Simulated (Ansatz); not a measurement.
The same path of H + H5NSi (8 atoms, charge 0, multiplicity 2) was run twice with different band settings. Lost on the way: H1–N2. Made: H1–H4.

These are results of UKS PBE0-D4/def2-SVP in Ansatz, not measurements.

Relaxed end points:

```xyz
8
Properties=species:S:1:pos:R:3
H 1.030 -0.886 0.859
N 1.016 0.047 0.464
Si -0.213 0.456 -0.687
H -1.423 -2.094 1.395
H 1.296 0.732 1.157
H -1.612 0.598 -0.155
H 0.153 1.765 -1.307
H -0.247 -0.618 -1.726
```

```xyz
8
Properties=species:S:1:pos:R:3
H 0.222 -2.104 1.598
N 0.504 0.141 0.474
Si -0.246 0.813 -0.979
H 0.084 -2.760 1.967
H 0.870 0.878 1.092
H -1.508 1.514 -0.571
H 0.648 1.807 -1.656
H -0.574 -0.289 -1.924
```

Common settings: movable images 5; climbing image yes; spring 5.0 eV/Å²; optimiser quadratic models (default); start path through a guess of the saddle point; iteration limit 60; end points relaxed.

| run | force threshold |
| --- | --- |
| 1 | 0.05 eV/Å |
| 2 | 0.5 eV/Å |

Problem. What does each run give, and how far can it be trusted?

Solution. Run 1: converged after 11 iterations, highest image 0.614 eV above the first end. A vibrational analysis at the climbing image gives one clearly imaginary mode, 923i cm⁻¹: a first-order saddle point.
Run 2: converged after 5 iterations, highest image 0.625 eV above the first end. The threshold of 0.5 eV/Å is loose, so the images may lie well off the minimum-energy path. The order of the stationary point at the top wasn't checked.
